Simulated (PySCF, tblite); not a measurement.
## chloroform and 2 × water

A gas-phase complex of chloroform and 2 × water; neutral, singlet. The structure comes from a short search (6 tight-binding starts) and was relaxed by PBE0-D3(BJ)/def2-SVPD; another way of binding may lie lower. No frequency run checks that it is a minimum.

| part | name | SMILES | atoms | charge | multiplicity |
| --- | --- | --- | --- | --- | --- |
| 1 | chloroform | ClC(Cl)Cl | 1–5 | 0 | 1 |
| 2 | water | O | 6–8 | 0 | 1 |
| 3 | water | O | 9–11 | 0 | 1 |

```xyz
11

Cl   -0.212    1.466   -0.785
C     0.102   -0.145   -0.079
Cl   -1.312   -1.178   -0.259
Cl    1.532   -0.867   -0.815
H     0.310   -0.002    0.992
O     1.021    0.532    2.773
H     1.291    1.441    2.550
H     1.780    0.122    3.194
O     1.466    3.024    1.647
H     0.960    3.767    1.987
H     1.044    2.784    0.811
```
Atoms count from 1 in this order.

```json
{"contact": "H7···O9", "kind (by geometry)": "hydrogen bond", "distance (Å)": "1.830", "angle (°)": "161"}
{"contact": "H5···O6", "kind (by geometry)": "C–H hydrogen bond", "distance (Å)": "1.991", "angle (°)": "167"}
{"contact": "H11···Cl1", "kind (by geometry)": "hydrogen bond", "distance (Å)": "2.421", "angle (°)": "159"}
```

Interaction energies are complex less parts, with the parts frozen as they stand in it; counterpoise-corrected, in kcal/mol (PySCF).

Task: Give the interaction energy at each level run.

Result: 
```tsv
level	interaction	superposition error removed
wB97M-D3(BJ)/def2-SVPD	-12.14	-1.94
PBE0-D3(BJ)/def2-SVPD	-13.19	-2.13
```

Task: What holds them together? Decompose the wB97M-D3(BJ)/def2-SVPD energy: frozen parts, their antisymmetrised product, then relaxation.

Result: electrostatic -22.1, Pauli repulsion +22.6, orbital relaxation -11.8, dispersion correction -2.7 kcal/mol, which sum to the value before the counterpoise correction; the Pauli term holds the exchange-correlation of the frozen density too. Of the attraction, 60 % is electrostatic, 32 % is orbital relaxation, 7 % is dispersion correction.

The parts were also relaxed and run alone, at the levels used for the complex: shieldings by PBE0/pcSseg-1; core levels by delta-SCF with SCAN, pcX-2 on the ionised atom and pcseg-1 elsewhere, spin-free X2C.

Task: How do these values change when the complex forms?

Result: 
| property | alone | in the complex | change |
| --- | --- | --- | --- |
| O6–H7 bond (Å) | 0.961 | 0.975 | +0.014 |
| shielding of H7 (ppm) | 30.93 | 26.49 | -4.44 |
| shielding of O9 (ppm) | 335.3 | 321.4 | -13.9 |
| shielding of H5 (ppm) | 24.09 | 21.81 | -2.28 |
| shielding of O6 (ppm) | 335.3 | 330.9 | -4.4 |
| C2 1s core level (eV) | 295.60 | 295.03 | -0.58 |
| O6 1s core level (eV) | 539.76 | 539.05 | -0.70 |
| O9 1s core level (eV) | 539.76 | 540.00 | +0.24 |

The core-hole state of C2 is spin-contaminated (⟨S²⟩ 0.80 against 0.75 for a pure doublet), so that value and differences from it are less sure.

The 4 runs behind this took 2.4 min in all, one thread each of Arm Neoverse V1 on a shared host, launched as `OMP_NUM_THREADS=1 python cluster_run.py task.json out`.
